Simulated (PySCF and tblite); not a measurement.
n-hexane, C6H14, numbered as in [CH3:1][CH2:2][CH2:3][CH2:4][CH2:5][CH3:6].

Geometries PBE0-D3(BJ)/def2-SVP; weights from B3LYP-D3(BJ)/def2-TZVP (IEF-PCM, chloroform) energies and GFN2-xTB thermal corrections, with symmetry numbers and mirror pairs. Conformers within 3 kcal/mol (GFN2-xTB free energy) were kept, 8 at most. GIAO shieldings: PBE0/pcSseg-1 (IEF-PCM, chloroform). Shifts are against TMS (¹H), TMS (¹³C) at the same level. Run with PySCF (density fitting) and tblite.

Torsions listed: C1–C2–C3–C4, C2–C3–C4–C5, C3–C4–C5–C6. Of a mirror pair one member is shown.

```csv
conformer,shape,weight %,dipole D
1,"-64°, -177°, 180°",34.9,0.12
2,"180°, 180°, 180°",26.0,0.00
3,"-177°, -65°, -177°",15.5,0.04
4,"176°, 59°, 59°",12.0,0.13
5,"66°, 180°, -66°",5.3,0.00
```

Not shown: 3 more, 6.4 % in all.

(1) How do the computed shifts compare with measured ones?

## Answers

(1) 
```json
{"nucleus": "¹H", "signal": "H1/H6", "leading conformer": "0.97", "average": "0.96", "measured": "0.89", "medium": "THF-d8"}
{"nucleus": "¹³C", "signal": "C1/C6", "leading conformer": "15.9", "average": "16.2", "measured": "14.22", "medium": "THF-d8"}
{"nucleus": "¹³C", "signal": "C2/C5", "leading conformer": "26.7", "average": "26.1", "measured": "23.33", "medium": "THF-d8"}
{"nucleus": "¹³C", "signal": "C3/C4", "leading conformer": "34.3", "average": "34.5", "measured": "32.34", "medium": "THF-d8"}
```

Measured values: Fulmer et al., Organometallics 2010, 29, 2176. Mean difference for ¹³C: 2.30 ppm, scatter 0.34 ppm. The computed shifts are unscaled and lack vibrational corrections.
